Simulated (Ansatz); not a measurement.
Relaxation of C$_{2}$H$_{7}$NS (11 atoms, charge 0, multiplicity 1), to a largest force component of 0.02 eV/Å in at most 50 steps.

Computed with UKS LDA/def2-SVP (Ansatz 0.2.0).

```xyz
11
Properties=species:S:1:pos:R:3
N -0.355 1.365 -0.542
C -0.244 0.447 0.536
C 0.833 -0.575 0.248
S 0.545 -1.634 -1.167
H -0.513 0.893 -1.450
H -1.261 1.959 -0.419
H 0.033 1.006 1.452
H -1.155 -0.044 0.712
H 1.611 -1.370 -2.003
H 1.001 -1.216 1.162
H -0.641 -2.201 -0.618
```

Question: Where does it end, and by what steps?

Answer: The forces met the threshold. After 17 steps the energy has fallen by 5.581 eV; H9 moved furthest, 1.85 Å. Parted: S4–H9 (1.38 → 2.35 Å). Joined: C3–H9 (2.51 → 1.11 Å).

```
step  energy less start (eV)  largest force component (eV/Å)  accepted
   0                  0.0000                           3.635       yes
   1                 -0.6775                           1.495       yes
   2                 -0.9730                           0.739       yes
   3                 -1.2659                           1.025       yes
   4                 -1.5184                           0.804       yes
   5                 -1.7859                           0.924       yes
   6                 -2.1979                           1.686       yes
   7                 -2.9638                           2.780       yes
   8                 -4.0263                           2.852       yes
   9                 -4.7422                           1.990       yes
  10                 -5.1896                           1.420       yes
  11                 -5.4363                           0.994       yes
  12                 -5.5455                           0.660       yes
  13                 -5.5341                           0.743        no
  14                 -5.5788                           0.148       yes
  15                 -5.5803                           0.055       yes
  16                 -5.5807                           0.025       yes
  17                 -5.5808                           0.011       yes
```

```xyz
11
Properties=species:S:1:pos:R:3
N -0.381 1.262 -0.675
C -0.114 0.356 0.401
C 0.805 -0.744 -0.074
S 0.097 -1.706 -1.444
H -0.704 0.707 -1.486
H -1.115 1.939 -0.438
H 0.396 0.891 1.239
H -1.017 -0.139 0.865
H 1.725 -0.294 -0.509
H 1.107 -1.421 0.752
H -0.945 -2.220 -0.722
```

Whether the end is a true minimum wasn't checked by a vibrational analysis.

The run took 17 s on 2 threads of Intel(R) Xeon(R) 6975P-C (Granite Rapids) (shared host), peak memory 0.23 GiB.
